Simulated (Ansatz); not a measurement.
A made-up structure of CH3OSi (charge +1), closed shell:

C1  (-0.390, 0.483, -0.293)
Si2  (0.644, -0.798, 0.484)
O3  (1.489, -1.844, 1.119)
H4  (0.178, 1.421, -0.291)
H5  (1.970, -2.429, 1.725)
H6  (-0.612, 0.160, -1.317)
(Å)

It is relaxed with PBE-D4/def2-SVP and then PBE0-D4/def2-TZVP (Ansatz 0.2.0). Atoms count as bonded within 1.22 times the sum of their covalent radii (H–H: 0.88 Å). The end point is not checked to be a true minimum.

Problem. Does its bonding change? (A judgement: the text doesn't fix the answer.)

Solution. The calculation gives: No: no bond forms or breaks.

Where it ends: The first stage lowers the energy by 0.74 eV in 10 steps. It ends as CH₃OSi ([CH2][Si][OH]), total charge +1:
```tsv
atom	x (Å)	y (Å)	z (Å)
C1	-0.1953	0.3158	-0.2227
Si2	1.1469	-0.7379	0.0501
O3	1.7258	-1.8293	1.0085
H4	0.0309	1.3819	-0.1188
H5	1.3631	-2.2146	1.8185
H6	-0.7928	0.0771	-1.1083
```

Labels in which every atom is bracketed show which atoms are joined, not bond orders.

For scale, one of the runs: PBE0-D4/def2-TZVP relaxation, 117 basis functions, launched by `ansatz run in.yaml --threads 2 --pin off --events-out ev --progress --plain --max-ram 4352MiB`. Hardware: 2 CPU threads of an Arm Neoverse N1, shared host. Wall time about 22 s.
